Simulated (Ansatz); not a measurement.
**Worked example: C3H7NO → C3H5NO + H2**

Species: C3H7NO (propionamide) `CCC(N)=O`, singlet; C3H5NO (acrylamide) `C=CC(N)=O`, singlet; H2, singlet. 

Shapes, held fixed at every level: PBE0-D4/def2-TZVP. Flexible molecules stand in one conformer, not always the lowest. Programs: Ansatz 0.2.0. The zero-point and thermal change to 298 K, harmonic and unscaled (PBE0-D4/def2-TZVP), is -27.6 kJ/mol.

At CCSD(T)/CBS estimate; 1 Eh = 2625.50 kJ/mol:

```
species  energy (Eh)
 C3H7NO  -248.265619
 C3H5NO  -247.030676
     H2    -1.175441
```

Q: Work out ΔH(298 K) of the reaction at this level.

A: 
1. Products less reactants: (-247.030676) + (-1.175441) − [(-248.265619)] = 0.059502 Eh = +156.2 kJ/mol.
2. With the thermal change: +156.2 + (-27.6) = +128.6 kJ/mol.

Other levels give +123.5 (B2PLYP/def2-TZVPP) to +144.6 kJ/mol (r2SCAN0-D4/def2-TZVPP). No measured value is set beside it here. The CBS estimate extrapolates MP2 from def2-TZVPP and def2-QZVPP and adds CCSD(T) − MP2 in the triple-zeta set, cores frozen; for H2 it overshoots the exact energy by about 1 mEh.
